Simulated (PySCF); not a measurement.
Fill in the blanks.

Compound: CFCl3.
Bonds: F1–C2, C2–Cl3, C2–Cl4, C2–Cl5.

```csv
property,level,value
point group of the GFN2-xTB geometry,GFN2-xTB,?
"rotational constants A, B, C of the GFN2-xTB geometry",GFN2-xTB,?
dipole moment,B3LYP/IGLO-III,?
HOMO energy,B3LYP/IGLO-III,-8.73 eV
LUMO energy,B3LYP/IGLO-III,?
13C chemical shifts (computed TMS as zero) by class,GIAO B3LYP/IGLO-III,?
"isotropic shieldings of nuclei other than C and H, by class",GIAO B3LYP/IGLO-III,?
```

Electronic properties: PySCF, gas phase, density fitting. The shieldings hold no spin–orbit term; for a carbon that bears several chlorines this term is known to matter.

(1) Give the point group of the GFN2-xTB geometry.

(2) The dipole moment?

(3) Give the LUMO energy.

(4) The 13C chemical shifts (computed TMS as zero) by class?

(5) The isotropic shieldings of nuclei other than C and H, by class?

(6) Give the rotational constants A, B, C of the GFN2-xTB geometry.

Results:

(1) C3v.

(2) 0.52 D.

(3) -1.46 eV.

(4) 155.7 (C2) ppm.

(5) 163 (F1), 350 (Cl3/Cl4/Cl5) ppm.

(6) 2.444, 2.444, 1.709 GHz.

The rotational constants are those of an oblate symmetric top. Point group C3v permits a dipole; with 0.52 D the species has a pure rotational spectrum. With B = h/(8π²I), that is 505.379 GHz u Å² over I, the principal moments of inertia are 206.7, 206.8 and 295.7 u Å² (most abundant isotopes); the inertial defect Ic − Ia − Ib is -117.8 u Å² (zero for a rigid planar frame, negative otherwise). The dipole matches unit charges of opposite sign 0.11 Å apart (1 e·Å = 4.8032 D).
